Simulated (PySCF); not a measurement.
## Gas-phase XPS of `O=c1cc1S`, computed

Compound: C3H2OS.
Bonds: O1–C2 (double), C2–C3, C3–C4 (double), C4–S5, C2–C4. Hydrogens: H6 on C3; H7 on S5.

Method used: PySCF 2.14.0, delta-SCF UKS SCAN, pcX-2 on the ionised atom, pcseg-1 elsewhere, spin-free X2C. These are vertical core ionisation energies against the vacuum level, from separate self-consistent calculations with and without the core hole.

Q: List the computed XPS lines with their assignment.

A: 
```json
{"atom(s)": "C3", "environment": "unsaturated ring CH carbon", "level": "C 1s", "binding energy (eV)": "291.48", "above the level's lowest (eV)": "0.00", "count": "1"}
{"atom(s)": "C4", "environment": "unsaturated ring carbon", "level": "C 1s", "binding energy (eV)": "292.40", "above the level's lowest (eV)": "+0.92", "count": "1"}
{"atom(s)": "C2", "environment": "ring carbonyl carbon", "level": "C 1s", "binding energy (eV)": "293.67", "above the level's lowest (eV)": "+2.19", "count": "1"}
{"atom(s)": "O1", "environment": "carbonyl oxygen", "level": "O 1s", "binding energy (eV)": "537.41", "above the level's lowest (eV)": "0.00", "count": "1"}
{"atom(s)": "S5", "environment": "thiol sulfur", "level": "S 1s", "binding energy (eV)": "2478.69", "above the level's lowest (eV)": "0.00", "count": "1"}
```

The listed C 1s values span 2.19 eV, from C3 (bonded to 2 C (aromatic in the SMILES) and H) to C2 (bonded to O (double bond) and 2 C (aromatic in the SMILES)).

Q: What is the C 1s shift of C4 against C2?

A: 292.40 − 293.67 = -1.27 eV, or -123 kJ/mol.

Q: Express the binding energy of C 1s of C4 in atomic units and per mole.

A: 292.40 eV = 10.7455 Eh = 28212 kJ/mol.

Not every level is listed. The structure is a single GFN2-xTB conformer in the gas phase; no vibrational or solvent corrections.

The values belong to the conformer `[O:1]=[c:2]1[cH:3][c:4]1[SH:5]`: H–S5–C4–C3 180°.
